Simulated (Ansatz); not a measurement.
A computed series for BN: pressure series

The reference is BN in the zinc blende structure (space group F-43m, No. 216; a = 3.625 Å).

Cell and atoms are relaxed at each pressure.

Method: Ansatz (a program for electronic structure) PBE, without spin-orbit coupling.

```
pressure (GPa)  volume per atom (Å³/atom)
--------------  -------------------------
-1                                  5.969
0                                   5.953
0.3                                 5.948
0.7                                     ?
1.5                                 5.929
3                                   5.906
5                                   5.875
7.5                                 5.838
10                                  5.802
```

**Question.** Fit the third-order Birch–Murnaghan form P(V) = (3B₀/2)[(V₀/V)^(7/3) − (V₀/V)^(5/3)]·[1 + (3/4)(B₀′ − 4)((V₀/V)^(2/3) − 1)] (squares taken in P) to the rows shown and predict the withheld row.

**Answer.** Least squares on the printed values gives V₀ = 5.953 Å³/atom, B₀ = 371 GPa, B₀′ = 3.7; this predicts 5.942 Å³/atom, and the run gives 5.942 Å³/atom, in agreement.

Measured bulk modulus of BN: 410.2 GPa (static lattice; corrected from measurement; as listed in Daniel Mejia-Rodriguez, S. B. Trickey, Phys. Rev. B (2018)); the computed value is 9 % below it.

Load acts through the strain it causes; cell and atoms are relaxed under it. Stability against distortions was not tested. Competing high-pressure phases were not computed.
